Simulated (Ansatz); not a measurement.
Abstraction of Cl: SiH2(CH3)Cl + C4H9O → SiH2(CH3) + C4H9ClO

Species: SiH2(CH3)Cl ((chlorosilyl)methane), singlet; C4H9O `[CH2]COCC`, doublet; SiH2(CH3), doublet; C4H9ClO `CCOCCCl`, singlet. A radical takes Cl: the energy is the difference in strength between the Si–Cl bond broken and the C–Cl bond made.

Shapes, held fixed at every level: PBE0-D4/def2-TZVP. Flexible molecules stand in one conformer, not always the lowest. Programs: Ansatz 0.2.0. Electronic energies: no zero-point or thermal term.

| level | kind | ΔE (kJ/mol) | less CCSD(T)/CBS estimate |
| --- | --- | --- | --- |
| HF/def2-TZVPP | Hartree–Fock | +128.0 | +24.2 |
| PBE-D4/def2-TZVPP | GGA | +91.2 | -12.6 |
| r2SCAN-D4/def2-TZVPP | meta-GGA | +110.4 | +6.6 |
| wB97M-V/def2-TZVPP | range-separated hybrid | +109.4 | +5.6 |
| B2PLYP/def2-TZVPP | double hybrid | +104.3 | +0.5 |
| CCSD(T)/def2-TZVPP | coupled cluster or CI | +100.0 | -3.8 |
| CCSD(T)/CBS estimate | coupled cluster or CI | +103.8 | 0.0 |

The highest level, CCSD(T)/CBS estimate, gives ΔE = +103.8 kJ/mol; the levels span +91.2 to +128.0. The column of differences is taken from that level and isn't an error. No measured value is set beside it here. Open shells run unrestricted. The CBS estimate extrapolates MP2 from def2-TZVPP and def2-QZVPP and adds CCSD(T) − MP2 in the triple-zeta set, cores frozen.
